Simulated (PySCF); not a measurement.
This PySCF input (B3LYP/def2-QZVPPD) gives -399.44116 Eh with 145 basis functions.

```python
import numpy as np, basis_set_exchange as bse
from pyscf import gto, scf, dft, df

basis = {'H': gto.basis.parse(bse.get_basis('def2-QZVPPD', elements=['H'], fmt='nwchem')), 'S': gto.basis.parse(bse.get_basis('def2-QZVPPD', elements=['S'], fmt='nwchem'))}
mol = gto.M(
    atom='''
    S     0.00184013    0.00030176    0.10309296
    H    -0.00752722    0.96781232   -0.82771199
    H    -0.02191490   -0.97264043   -0.82177540
    ''',
    basis=basis,
    charge=0,
    verbose=4,
    max_memory=2160,
)
mf = dft.RKS(mol, xc='b3lyp')
mf.grids.level = 3
mf = mf.density_fit(auxbasis=df.autoaux(mol))
mf.conv_tol = 1e-9
mf.max_cycle = 100
print('smallest overlap eigenvalue', np.linalg.eigvalsh(mol.intor('int1e_ovlp'))[0])
mf.kernel()
dip = mf.dip_moment()
```

Change:
```diff
- basis = {'H': gto.basis.parse(bse.get_basis('def2-QZVPPD', elements=['H'], fmt='nwchem')), 'S': gto.basis.parse(bse.get_basis('def2-QZVPPD', elements=['S'], fmt='nwchem'))}
+ basis = {'H': gto.basis.parse(bse.get_basis('6-31G**', elements=['H'], fmt='nwchem')), 'S': gto.basis.parse(bse.get_basis('6-31G**', elements=['S'], fmt='nwchem'))}
```

What does the run give now?

-399.38881 Eh (B3LYP/6-31G**, 28 functions), a change of +52.35 mEh.
